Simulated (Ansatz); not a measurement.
**AlHF (doublet): from Hartree-Fock to the top rungs, cc-pVDZ**

The task here is to estimate one member of a computed series from the others.

Method: cc-pVDZ, core rule «outside noble gas», up to 6 orbitals frozen; program: Ansatz 0.2.0, Gaussian basis.

The runs, in order: UHF; CCSD(T) on ROHF; CCSD(T) on UHF; BCCD(T) on ROHF; CISD; CCSDT(Q) on ROHF; CCSDT(Q) on UHF; CCSDTQ on ROHF; CCSDTQ on UHF.

14 further runs of the same task are left out: 10 for a known fault of the program, 4 set aside as unsound or not needed.

## The system

The geometry is a PBE0/def2-TZVP stationary point (not a proven minimum).

3 atoms, charge 0, spin multiplicity 2.

Atoms are counted from 1 here; the program's logs count them from 0.

Bond lengths: Al1–F2 1.656 Å, Al1–H3 1.607 Å. Angles: F2–Al1–H3 115.4°.

The first run:

The input, in.yaml:

```yaml
crystal:
  periodic: [false, false, false]
  atoms:
    - {symbol: Al, position_ang: [0.000000, -0.115297, 0.645226]}
    - {symbol: F, position_ang: [0.000000, 0.098231, -0.996846]}
    - {symbol: H, position_ang: [0.000000, 1.234843, 1.517246]}
basis:
  gaussian: {orbitals: cc-pVDZ}
magnetization: {spin_polarized: true, initial_magnetization: 1}
hamiltonian: {xc: hf}
output: {orbitals: {seedname: orbitals}}
```

Launch:

```bash
$ ansatz run in.yaml --threads 1 --pin off --events-out ev --progress --plain --max-ram 4096MiB --backend cpu
```

Among the steps run: UHF; CCSD(T) on ROHF; CCSD(T) on UHF; BCCD(T) on ROHF; CISD; CCSDT(Q) on ROHF; CCSDT(Q) on UHF; CCSDTQ on ROHF; CCSDTQ on UHF.

One of the session's tables, all rows but one given; the rest of the session is left out.

| method | from UCCSDTQ (meV) |
| --- | --- |
| ROHF | +6928.3 |
| UHF | +6889.7 |
| RMP2 | +467.0 |
| UMP2 | +453.7 |
| CISD | +517.3 |
| RCCSD | +132.9 |
| UCCSD | +131.0 |
| RCCSD(T) | +25.8 |
| UCCSD(T) | +25.1 |
| BCCD(T) | +21.8 |
| RCCSDT | +13.0 |
| UCCSDT | +12.7 |
| RCCSDT(Q) | +1.2 |
| UCCSDT(Q) | -1.5 |
| RCCSDTQ | ? |
| UCCSDTQ | 0 |

**Question.** Estimate the row for RCCSDTQ.

**Answer.** from UCCSDTQ (meV): +0.3. In the column «from UCCSDTQ (meV)» it lies between UCCSDTQ (0) and RCCSDT(Q) (+1.2).

Caveats from the session: Restricted and unrestricted rows rest on different reference determinants; where their highest levels disagree by more than a few hundredths of an eV, they describe different states and don't form one ladder.
